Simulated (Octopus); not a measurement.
# PBE (scalar, in the pseudopotentials, sg15 potentials, pseudopotentials sg15, grid spacing 0.17 angstrom) run of BH3S (SMILES BS)

What is the vertical singlet–triplet gap of BH3S at PBE (scalar, in the pseudopotentials, sg15 potentials, pseudopotentials sg15, grid spacing 0.17 angstrom)? 

The results are computed with Octopus 16.4.

6 further runs of the same task are left out: 3 that didn't finish, 3 set aside as unsound or not needed. Runs told in other sessions of the task aren't counted.

## (1) The system as given

BH3S has 5 atoms, charge 0, and is taken as a singlet. SMILES: `BS`. The shape is that of a PBE0-D4/def2-TZVP optimisation.

Bond lengths: B1–S2 1.765 Å, B1–H3 1.192 Å, B1–H4 1.190 Å, S2–H5 1.344 Å. Angles: B1–S2–H5 99.2°, S2–B1–H3 115.8°, S2–B1–H4 121.4°, H3–B1–H4 122.7°.

## (2) Energy and gradient at PBE (scalar, in the pseudopotentials, sg15 potentials, pseudopotentials sg15, grid spacing 0.17 angstrom)

Contents of geometry.xyz:

```xyz
5

B     -0.402080    -0.406260     0.096380
S      0.151720     1.251640    -0.146020
H     -1.572880    -0.541660     0.272480
H      0.357120    -1.322860     0.082480
H      1.466120     1.019140    -0.305320
```

Launch:

```
OMP_NUM_THREADS=1 octopus > gs.log
```

Standard output:

```text
Version                : 16.4
************************** Calculation Mode **************************
Input: [CalculationMode = gs]
Input: [SpinComponents = unpolarized]
******************************* Space ********************************
Octopus will run in 3 dimension(s).
Octopus will treat the system as periodic in 0 dimension(s).
Input: [AllElectronType = no]
Input: [PseudopotentialSet = sg15]
Reading Coordinates from geometry.xyz
****************************** Species *******************************
  Species 'B'
    type             : pseudopotential
    file format      : UPF2
    valence charge   : 3.0
    atomic number    :   5
    form on file     : kleinman-bylander
    lmax             : 1
    llocal           : -1
    projectors per l : 2
    total projectors : 4
    application form : kleinman-bylander
    orbitals         :  0
    bound orbitals   :  0
  Species 'S'
    type             : pseudopotential
    file format      : UPF2
    valence charge   : 6.0
    atomic number    :  16
    form on file     : kleinman-bylander
    lmax             : 1
    llocal           : -1
    projectors per l : 2
    total projectors : 4
    application form : kleinman-bylander
    orbitals         :  0
    bound orbitals   :  0
  Species 'H'
    type             : pseudopotential
    file format      : UPF2
[... 91 lines left out ...]
** Warning:
[... 11 lines left out ...]
Converged eigenvectors: 0
#  State  Eigenvalue [eV]  Occupation    Error
[... 10 lines left out ...]
Converged eigenvectors: 0
#  State  Eigenvalue [eV]  Occupation    Error
[... 54 lines left out ...]
 etot  = -4.03349534E+02 abs_ev   =  5.38E-04 rel_ev   =  4.08E-06
 ediff =        1.14E-04 abs_dens =  5.99E-04 rel_dens =  4.99E-05
*********************** SCF CYCLE ITER #   19 ************************
 etot  = -4.03346441E+02 abs_ev   =  3.38E-05 rel_ev   =  2.56E-07
 ediff =        1.14E-04 abs_dens =  2.07E-04 rel_dens =  1.72E-05
*********************** SCF CYCLE ITER #   20 ************************
 etot  = -4.03348754E+02 abs_ev   =  1.58E-03 rel_ev   =  1.20E-05
 ediff =        8.50E-05 abs_dens =  7.54E-05 rel_dens =  6.29E-06
*********************** SCF CYCLE ITER #   21 ************************
 etot  = -4.03348785E+02 abs_ev   =  2.13E-04 rel_ev   =  1.62E-06
 ediff =        1.14E-06 abs_dens =  3.50E-05 rel_dens =  2.92E-06
*********************** SCF CYCLE ITER #   22 ************************
 etot  = -4.03348764E+02 abs_ev   =  2.77E-05 rel_ev   =  2.11E-07
 ediff =        7.98E-07 abs_dens =  8.56E-06 rel_dens =  7.13E-07
Converged eigenvectors: 0
#  State  Eigenvalue [eV]  Occupation    Error
      1      -18.914566    2.000000   ( 1.3E-06)
      2      -12.475125    2.000000   ( 3.7E-07)
      3      -10.523329    2.000000   ( 2.7E-07)
      4       -8.702119    2.000000   ( 4.8E-07)
      5       -7.886318    2.000000   ( 9.8E-07)
      6       -7.343454    2.000000   ( 9.2E-07)
                                                                     ^
*********************** SCF CYCLE ITER #   23 ************************
 etot  = -4.03348760E+02 abs_ev   =  2.86E-05 rel_ev   =  2.17E-07
 ediff =        1.38E-07 abs_dens =  3.49E-06 rel_dens =  2.91E-07
Converged eigenvectors: 0
#  State  Eigenvalue [eV]  Occupation    Error
      1      -18.914565    2.000000   ( 8.7E-07)
      2      -12.475121    2.000000   ( 1.7E-07)
      3      -10.523326    2.000000   ( 1.1E-07)
      4       -8.702116    2.000000   ( 2.0E-07)
      5       -7.886315    2.000000   ( 7.6E-07)
      6       -7.343454    2.000000   ( 6.3E-07)
                                                                     ^
Info: SCF converged in   23 iterations
** Warning:
**   Some of the states are not fully converged!
Info: Number of matrix-vector products:       2073
Octopus emitted 2 warnings.
```

Wall time 43 s (1 thread of Arm Neoverse N1, shared host); peak memory 0.15 GiB.

## (3) The triplet at the same level

geometry.xyz is that of step 2.

Launch:

```
OMP_NUM_THREADS=1 octopus > gs.log
```

Standard output:

```text
Version                : 16.4
************************** Calculation Mode **************************
Input: [CalculationMode = gs]
Input: [SpinComponents = polarized]
******************************* Space ********************************
Octopus will run in 3 dimension(s).
Octopus will treat the system as periodic in 0 dimension(s).
Input: [AllElectronType = no]
Input: [PseudopotentialSet = sg15]
Reading Coordinates from geometry.xyz
****************************** Species *******************************
  Species 'B'
    type             : pseudopotential
    file format      : UPF2
    valence charge   : 3.0
    atomic number    :   5
    form on file     : kleinman-bylander
    lmax             : 1
    llocal           : -1
    projectors per l : 2
    total projectors : 4
    application form : kleinman-bylander
    orbitals         :  0
    bound orbitals   :  0
  Species 'S'
    type             : pseudopotential
    file format      : UPF2
    valence charge   : 6.0
    atomic number    :  16
    form on file     : kleinman-bylander
    lmax             : 1
    llocal           : -1
    projectors per l : 2
    total projectors : 4
    application form : kleinman-bylander
    orbitals         :  0
    bound orbitals   :  0
  Species 'H'
    type             : pseudopotential
    file format      : UPF2
[... 81 lines left out ...]
** Warning:
[... 13 lines left out ...]
** Warning:
[... 21 lines left out ...]
Converged eigenvectors: 0
#  State  Spin  Eigenvalue [eV]  Occupation    Error
[... 18 lines left out ...]
Converged eigenvectors: 0
#  State  Spin  Eigenvalue [eV]  Occupation    Error
[... 80 lines left out ...]
Converged eigenvectors: 0
#  State  Spin  Eigenvalue [eV]  Occupation    Error
      1    up      -20.620719    1.000000   ( 4.7E-07)
      1    dn      -19.744410    1.000000   ( 6.8E-07)
      2    up      -13.032796    1.000000   ( 1.1E-07)
[... 10 lines of this table left out ...]
      7    dn       -1.371115    0.000000   ( 4.7E-07)
                                                               ^
Total Magnetic Moment:
 mz =   2.000000
Local Magnetic Moments (sphere radius [A] =   0.595):
 Ion                    mz
   1         B       0.148600
   2         S       0.113175
   3         H       0.015242
   4         H       0.024399
   5         H       0.001295
*********************** SCF CYCLE ITER #   53 ************************
 etot  = -3.98658737E+02 abs_ev   =  1.91E-05 rel_ev   =  1.43E-07
 ediff =        7.41E-07 abs_dens =  5.75E-06 rel_dens =  4.79E-07
Converged eigenvectors: 0
#  State  Spin  Eigenvalue [eV]  Occupation    Error
      1    up      -20.620725    1.000000   ( 4.1E-07)
      1    dn      -19.744413    1.000000   ( 5.9E-07)
      2    up      -13.032799    1.000000   ( 1.5E-07)
[... 10 lines of this table left out ...]
      7    dn       -1.371117    0.000000   ( 4.5E-07)
                                                               ^
Total Magnetic Moment:
 mz =   2.000000
Local Magnetic Moments (sphere radius [A] =   0.595):
 Ion                    mz
   1         B       0.148599
   2         S       0.113175
   3         H       0.015242
   4         H       0.024398
   5         H       0.001295
Info: SCF converged in   53 iterations
** Warning:
**   Some of the states are not fully converged!
Info: Number of matrix-vector products:      12468
Octopus emitted 3 warnings.
```

It took 3.8 min on 1 thread of Arm Neoverse N1, shared host; peak memory 0.2 GiB.

## (4) Summary of results

At PBE (scalar, in the pseudopotentials, sg15 potentials, pseudopotentials sg15, grid spacing 0.17 angstrom):

```
                                        quantity         value
                           singlet: total energy  -14.82279 Eh
                          singlet: dipole moment        0.87 D
                            singlet: HOMO energy      -7.34 eV
               singlet: largest force on an atom    0.287 eV/Å
                           triplet: total energy  -14.65044 Eh
                          triplet: dipole moment        3.12 D
     triplet: HOMO energy (highest over α and β)      -2.97 eV
               triplet: largest force on an atom    2.836 eV/Å
vertical energy of the triplet above the singlet      4.690 eV
```

What this shows: At this shape the triplet lies 4.69 eV (108 kcal/mol) above the singlet. The largest force (singlet) is 0.29 eV/Å: the shape isn't a stationary point for this species at this level.
